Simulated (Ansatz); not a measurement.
# NH₃+ (doublet): B97M-V, PBE0 over a scan of the distance N1–H2, 6-31G

How well do these functionals follow the top wave-function level for NH₃+ (doublet) over a scan of the distance N1–H2?

Program: Ansatz 0.2.0, Gaussian basis. Level of theory: 6-31G, all electrons in the functionals. These are calculated values, not measurements.

The runs, in order: B97M-V, PBE0, at 0.818 Å; 0.912 Å; 1.024 Å; 1.120 Å; 1.221 Å; 1.396 Å; 1.615 Å; 1.898 Å; 2.227 Å; 2.744 Å; 3.526 Å.

14 further runs of the same task are left out: 8 that didn't finish, 6 set aside as unsound or not needed.

### Step 1. The geometry

The geometry derives from a PBE0/def2-TZVP stationary point (not a proven minimum). One bond is set to the value named and the two fragments are kept rigid.

4 atoms, charge 1, spin multiplicity 2.

Atoms are counted from 1 here; the program's logs count them from 0.

Bond lengths: N1–H2 1.024 Å, N1–H3 1.024 Å, N1–H4 1.024 Å. Angles: H2–N1–H3 120.0°, H2–N1–H4 120.0°, H3–N1–H4 120.0°.

Geometry (Å):

```tsv
atom	x (Å)	y (Å)	z (Å)
N1	0.0000	0.0000	0.0000
H2	1.0240	0.0138	-0.0001
H3	-0.5239	0.8799	-0.0028
H4	-0.5001	-0.8937	0.0028
```

No dispersion term is added; B97M-V holds VV10 nonlocal correlation.

The geometry shown and the zero of energy belong to the point 1.024 Å. The yardstick, FCI, and other wave-function levels (R restricted, U unrestricted, valence and pair active spaces) come from earlier runs.

### Step 2. B97M-V, 0.818 Å

The input, in.yaml:

```yaml
crystal:
  periodic: [false, false, false]
  atoms:
    - {symbol: N, position_ang: [0.012198, 0.000164, -0.000001]}
    - {symbol: H, position_ang: [0.830124, 0.011151, -0.000057]}
    - {symbol: H, position_ang: [-0.511726, 0.880109, -0.002763]}
    - {symbol: H, position_ang: [-0.487900, -0.893538, 0.002831]}
basis:
  gaussian: {orbitals: 6-31G}
total_charge: 1
magnetization: {spin_polarized: true, initial_magnetization: 1}
hamiltonian: {xc: {name: B97M-V}}
```

Command:

```bash
ansatz run in.yaml --threads 1 --pin off --events-out ev --progress --plain --max-ram 2393MiB
```

Further steps of the session: B97M-V, 0.912 Å; B97M-V, 1.024 Å; B97M-V, 1.120 Å; B97M-V, 1.221 Å; B97M-V, 1.396 Å; B97M-V, 1.615 Å; B97M-V, 1.898 Å; B97M-V, 2.227 Å; B97M-V, 2.744 Å; B97M-V, 3.526 Å; PBE0, 0.818 Å; PBE0, 0.912 Å; PBE0, 1.024 Å; PBE0, 1.120 Å; PBE0, 1.221 Å; PBE0, 1.396 Å; PBE0, 1.615 Å; PBE0, 1.898 Å; PBE0, 2.227 Å; PBE0, 2.744 Å; PBE0, 3.526 Å.

Q: Predict the results of all the runs planned. Wanted: span of the FCI curve; largest miss, B97M-V; largest miss, PBE0.

The runs gave:

```
             quantity                    value
span of the FCI curve           130.0 kcal/mol
 largest miss, B97M-V  +3.7 kcal/mol (1.898 Å)
   largest miss, PBE0  +5.1 kcal/mol (1.898 Å)
```

**Reading.** Of the functionals, B97M-V keep the smallest largest miss at the points compared (at most 3.7 kcal/mol) and PBE0 strays most (5.1 kcal/mol, at 1.898 Å). B97M-V, PBE0 clearly break the spin symmetry at some points (⟨S²⟩ up to 0.70 above the pure value), so energy there is bought with a mixed spin. Functionals and the yardstick converge differently with the basis, so part of each miss in 6-31G is the basis.
